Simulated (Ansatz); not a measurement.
in.yaml

```yaml
crystal:
  periodic: [false, false, false]
  atoms:
    - {symbol: Al, position_ang: [0.000000, 0.000000, 0.000000]}
    - {symbol: P, position_ang: [0.000000, 0.000000, 2.380600]}
basis:
  gaussian: {orbitals: cc-pVDZ}
total_charge: 1
magnetization: {spin_polarized: true, initial_magnetization: 3}
correlation: {method: bccd_t, electrons: outside_noble_gas}
output: {forces: true}
```

```sh
$ ansatz run in.yaml --threads 1 --pin off --events-out ev --progress --plain --max-ram 2393MiB
```

Log:

```
374 factors; integrals over basis functions are off by at most 7.2e-4 eV
mean field evaluation 1: about -15846.0517 eV, gradient 9.0e0 eV
mean field evaluation 2: about -15846.1416 eV, gradient 9.0e0 eV
mean field evaluation 4: about -15847.1626 eV, gradient 1.2e0 eV
mean field evaluation 8: about -15847.2122 eV, gradient 5.8e-2 eV
mean field evaluation 16: about -15847.2125 eV, gradient 2.3e-6 eV
mean field evaluation 32: about -15843.8760 eV, gradient 1.5e-1 eV
mean field evaluation 64: about -15846.6814 eV, gradient 5.6e0 eV
mean field evaluation 96: about -15843.8792 eV, gradient 3.4e-4 eV
mean field evaluation 128: about -15836.0902 eV, gradient 5.1e0 eV
mean field evaluation 160: about -15843.8792 eV, gradient 1.3e-3 eV
...
mean field -15847.21251593 eV, -582.3743183340 hartree, gradient 2.3e-6 eV, S^2 3.793882; 6 other end points of the search recorded, 0 dependent functions left out
determinant -15847.21251593 eV, -582.3743183340 hartree, with singles and doubles -15850.66411923 eV, -582.5011624157 hartree
determinant -15843.87918870 eV, -582.2518208177 hartree, with singles and doubles -15847.27023938 eV, -582.3764396315 hartree
determinant -15842.66627122 eV, -582.2072469223 hartree, with singles and doubles -15845.30182335 eV, -582.3041016769 hartree
10 core orbitals not correlated: weight in the atoms' cores, before any rotation towards them, 1.000 or more for the frozen orbitals, at most 0.000 for the correlated occupied ones
reference -15847.21251593 eV, -582.3743183340 hartree; 5, 2 occupied and 21, 24 virtual orbitals, 374 factors
second order -2.65290794 eV of doubles, -0.00000000 eV of singles
...
cycle   3  -3.44573555 eV  change    1.3e-3 eV  update   1.5e-3
cycle   4  -3.44585242 eV  change   -1.2e-4 eV  update   7.5e-4
cycle   5  -3.44638021 eV  change   -5.3e-4 eV  update   3.9e-4
cycle   6  -3.44653456 eV  change   -1.5e-4 eV  update   1.5e-4
cycle   7  -3.44658528 eV  change   -5.1e-5 eV  update   6.2e-5
cycle   8  -3.44658776 eV  change   -2.5e-6 eV  update   2.6e-5
cycle   9  -3.44657774 eV  change    1.0e-5 eV  update   8.7e-6
cycle  10  -3.44657599 eV  change    1.7e-6 eV  update   3.0e-6
cycle  11  -3.44657566 eV  change    3.3e-7 eV  update   9.7e-7
cycle  12  -3.44657567 eV  change   -3.5e-9 eV  update   3.3e-7
perturbative correction -0.11379099 eV, -0.0041817419 hartree
the calculation of the forces begins
Total energy: -15850.77288259 eV, -582.5051593955 hartree
Atom 0 at     0.000000     0.000000     0.000000 Å, force    -0.000000    -0.000000    -1.133982 eV/Å
Atom 1 at     0.000000     0.000000     2.380600 Å, force    -0.000000    -0.000000     1.133982 eV/Å
Dipole moment:     0.000000     0.000000    -0.584714 e Å
```

Forces (eV/Å):
```
Al   0.000  0.000 -1.134
P    0.000  0.000  1.134
```

Ran on 1 thread of Arm Neoverse V1, shared host: 2.8 s wall, 0.15 GiB peak host memory.
